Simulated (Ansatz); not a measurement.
Geometry optimisation, RKS PBE-D4/def2-mTZVP in Ansatz.

Input:

```yaml
crystal:
  periodic: [false, false, false]
  atoms:
    - { symbol: B, position_ang: [-0.059709, -0.414467, -0.472449] }
    - { symbol: C, position_ang: [-0.021916, -0.164481, 2.310282] }
    - { symbol: H, position_ang: [-1.007291, -0.249699, 2.780912] }
    - { symbol: H, position_ang: [0.755564, -0.598744, 2.949069] }
    - { symbol: H, position_ang: [0.207755, 0.884848, 2.100866] }
    - { symbol: H, position_ang: [1.015218, 0.096314, -0.620804] }
    - { symbol: H, position_ang: [-1.063887, 0.23478, -0.568852] }
    - { symbol: H, position_ang: [-0.133014, -1.592742, -0.300971] }
    - { symbol: H, position_ang: [-0.043021, -0.767809, 1.374846] }
basis:
  gaussian: { orbitals: def2-mTZVP }
hamiltonian:
  xc: pbe
  dispersion: d4
relax:
  f_tol: 0.03
  max_steps: 50
```

Run as:

```bash
$ ansatz run input.yaml --threads 1 --pin off --max-ram 2048MiB --backend cpu --events-out ev --progress --plain --runs-dir out
```

**Question.** Where does it end, and by what steps?

**Answer.** It converged. After 6 steps the energy has fallen by 0.040 eV; H8 moved furthest, 0.19 Å.

```json
{"step": "0", "energy less start (eV)": "0.0000", "largest force component (eV/Å)": "0.264", "accepted": "yes"}
{"step": "1", "energy less start (eV)": "-0.0122", "largest force component (eV/Å)": "0.481", "accepted": "yes"}
{"step": "2", "energy less start (eV)": "-0.0309", "largest force component (eV/Å)": "0.168", "accepted": "yes"}
{"step": "3", "energy less start (eV)": "-0.0352", "largest force component (eV/Å)": "0.081", "accepted": "yes"}
{"step": "4", "energy less start (eV)": "-0.0383", "largest force component (eV/Å)": "0.089", "accepted": "yes"}
{"step": "5", "energy less start (eV)": "-0.0371", "largest force component (eV/Å)": "0.166", "accepted": "no"}
{"step": "6", "energy less start (eV)": "-0.0397", "largest force component (eV/Å)": "0.016", "accepted": "yes"}
```

```xyz
9
Properties=species:S:1:pos:R:3
B -0.054 -0.413 -0.396
C -0.026 -0.166 2.266
H -0.998 -0.205 2.768
H 0.775 -0.505 2.934
H 0.181 0.852 1.922
H 1.026 0.103 -0.461
H -1.046 0.261 -0.416
H -0.147 -1.608 -0.485
H -0.060 -0.891 1.421
```

Run time: 10 s on 1 thread of Arm Neoverse V1, with other jobs on the host, peak memory 0.11 GiB.
